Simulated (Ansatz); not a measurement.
Two shapes of singlet MgCl2.

Shape 1:

```xyz
3

Cl    0.0000    0.0000   -2.3684
Mg    0.0000    0.0000    0.0000
Cl    0.0000    0.0000    2.3684
```

Shape 2:

```xyz
3

Cl    0.0000    0.0000   -2.0175
Mg    0.0000    0.0000    0.0000
Cl    0.0000    0.0000    2.0175
```

Basis set: 6-31G* (spherical functions). Correlated methods keep 11 orbitals frozen. Charge 0, multiplicity 1.

Computed with Ansatz (development build ahead of 0.2.0); each method stands on the lowest determinant of its kind that the runs found.

Problem. Which shape is lower in energy, and by how much in each method?

Solution.

| method | E(2) − E(1) (eV) |
| --- | --- |
| RHF | 0.182 |
| RHF-MP2 | 0.110 |

Shape 1 is lower.
